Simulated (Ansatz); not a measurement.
Born–Oppenheimer molecular dynamics of CH4AlCl (7 atoms, charge 0, multiplicity 1). It starts at the highest image of a converged band. Of that band: Neighbouring images differ by up to 1.7 eV, so the band resolves the path poorly. A vibrational analysis at the climbing image gives 2 clearly imaginary modes (384i, 68i cm⁻¹): a point of higher order. A lower path may pass nearby, or the ends, which weren't checked, may share the extra mode.

These are results of RKS r2SCAN/6-31G* in Ansatz 0.2.0, not measurements.

```
ensemble                      : NVE (velocity Verlet)
time step                     : 0.5 fs
steps asked                   : 200
starting velocities drawn for : 100 K
seed                          : 9801
```

First frame:

```xyz
7
Properties=species:S:1:pos:R:3
Al -0.615 0.010 0.820
H 1.146 0.001 1.180
Cl 2.067 -0.014 -0.054
C -1.618 0.003 -0.878
H -2.217 -0.912 -0.984
H -2.315 0.851 -0.940
H -0.936 0.061 -1.736
```

(1) How far do the bonds stretch over the last three quarters of this one trajectory? (Pairs bonded in most of those frames.)

Results:

(1) 
```tsv
bond	mean (Å)	spread (Å)	shortest	longest
Al1–H2	1.696	0.134	1.47	1.93
Al1–Cl3	2.265	0.262	1.87	2.72
Al1–C4	1.956	0.086	1.80	2.18
C4–H5	1.105	0.015	1.08	1.13
C4–H6	1.105	0.016	1.07	1.13
C4–H7	1.107	0.015	1.07	1.13
```

Pairs bonded in part of these frames only: Al1–H2 89 %.

Mean temperature of the second half: 2415 K. The conserved energy stayed within 0.26 meV per atom of its start (net change -0.014 meV per atom), so the integration is sound. The kinetic energy rose, since the run started high on the potential surface and went downhill. A run of 0.1 ps of so small a system gives no equilibrium averages. The orbitals stay closed-shell, which can raise the energy where a bond breaks towards radicals; this wasn't checked here.

The run took 9.3 min on 1 thread of Intel(R) Xeon(R) Platinum 8259CL CPU @ 2.50GHz (Skylake/Cascade Lake), with other jobs on the host, peak memory 0.14 GiB.
